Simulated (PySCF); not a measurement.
Input of a run (PBE0-D3(BJ)/def2-SVP geometry optimisation, gas phase (PySCF 2.14.0)), started from GFN2-xTB:
```
{"job": {"xc": "PBE0", "basis": "def2-SVP", "d3": "d3bj", "grid": 1, "kind": "geom"}, "charge": 0, "multiplicity": 1}
C      2.147772    -0.418624     0.231127
C      0.675357    -0.310870     0.065974
N     -0.080971    -1.313175    -0.050430
C     -1.453692    -0.906575    -0.203338
C     -1.490981     0.643104    -0.129872
C     -0.015207     1.035597     0.020503
H      2.653042     0.081695    -0.594308
H      2.456176     0.066580     1.156325
H      2.442107    -1.463641     0.253441
H     -2.044434    -1.379589     0.585050
H     -1.817727    -1.287428    -1.161053
H     -1.932164     1.065428    -1.031018
H     -2.079501     0.973862     0.724480
H      0.354632     1.622136    -0.822453
H      0.181176     1.599490     0.933661
```

Output (energies in Eh, forces in Eh/bohr):
```
step   0  E = -250.22186013  max force = 0.016146
step   1  E = -250.22317540  max force = 0.002200
step   2  E = -250.22319243  max force = 0.000439
step   3  E = -250.22319499  max force = 0.000137
optimisation converged
```

Q: Summarise the run.

A: The energy falls by 0.036 eV over 4 energy and gradient evaluations, the largest force component goes from 0.0161 to 1.4e-04 Eh/bohr, and the atoms move by 0.021 Å rms after alignment. Among the bonds, C1–H7, C1–H8, C6–H14 and C6–H15 change most and about equally (+0.012 to +0.013 Å). Bonds longer at the end by more than 0.005 Å: 12 of 15; shorter: 0. The energy never rose by more than 1e-6 Eh on the way. The first step brought 99 % of the lowering.

Q: What are the final bond lengths?

A: C1–C2 1.491 Å, C2=N3 1.272 Å, N3–C4 1.450 Å, C4–C5 1.549 Å, C5–C6 1.535 Å, C2–C6 1.513 Å, C1–H7 1.102 Å, C1–H8 1.102 Å, C1–H9 1.097 Å, C4–H10 1.103 Å, C4–H11 1.104 Å, C5–H12 1.099 Å, C5–H13 1.100 Å, C6–H14 1.104 Å, C6–H15 1.103 Å. Numbering counts from 1 in the input's order; the species is 2-methyl-1-pyrroline (`CC1=NCCC1`).

The run used 129 basis functions and 25 SCF cycles in all.

Whether it is a minimum is left open (no frequencies).
